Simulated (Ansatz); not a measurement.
# SiO₂: how energies converge with the basis set

The task here is to estimate one member of a computed series from the others.

Method: one geometry, several basis sets; program: Ansatz 0.2.0, Gaussian basis.

Levels to be run: PBE0-D4/def2-SVP; ωB97M-V/def2-SVP; PBE0-D4/def2-QZVPP; ωB97M-V/def2-QZVPP; CCSD(T)/cc-pV(D+d)Z; CCSD(T)/cc-pV(T+d)Z; CCSD(T)/cc-pV(Q+d)Z; the functionals' def2-TZVPP values are taken from earlier runs.

## Structure used throughout

The geometry comes from an earlier relaxation with PBE0-D4 in a triple-zeta def2 set; it is a stationary point.

SMILES `O=[Si]=O`, 3 atoms, charge 0, spin multiplicity 1.

Atoms are counted from 1 here; the program's logs count them from 0.

Bond lengths: O1–Si2 1.506 Å, Si2–O3 1.506 Å. Angles: O1–Si2–O3 180.0°.

Set-up of the first run:

Contents of in.yaml:

```yaml
crystal:
  periodic: [false, false, false]
  atoms:
    - {symbol: O, position_ang: [0.697730, 1.229600, 0.518761]}
    - {symbol: Si, position_ang: [-0.000009, 0.000000, -0.000001]}
    - {symbol: O, position_ang: [-0.697731, -1.229610, -0.518760]}
basis:
  gaussian: {orbitals: def2-SVP}
hamiltonian: {xc: pbe0, dispersion: d4}
output: {orbitals: {seedname: orbitals}}
```

Started as:

```
$ ansatz run in.yaml --threads 2 --pin off --events-out ev --progress --plain --max-ram 32768MiB --backend cpu
```

Among the steps run: PBE0-D4 in def2-SVP; ωB97M-V in def2-SVP; PBE0-D4 in def2-QZVPP; ωB97M-V in def2-QZVPP.

One table of the session follows, with a row left open; its other results are not shown here.

It belongs to the step «Density functionals: the series». 

| functional | basis | HOMO (eV) | LUMO (eV) |
| --- | --- | --- | --- |
| PBE0-D4 | def2-SVP | -9.62 | -3.08 |
| PBE0-D4 | def2-TZVPP | ? | ? |
| PBE0-D4 | def2-QZVPP | -10.01 | -3.54 |
| ωB97M-V | def2-SVP | -11.91 | -0.98 |
| ωB97M-V | def2-TZVPP | -12.32 | -1.43 |
| ωB97M-V | def2-QZVPP | -12.38 | -1.53 |

**Question.** Estimate the row for PBE0-D4, def2-TZVPP.

The run gave: HOMO (eV): -9.95; LUMO (eV): -3.46. In the column «HOMO (eV)» it lies between PBE0-D4, def2-QZVPP (-10.01) and PBE0-D4, def2-SVP (-9.62).
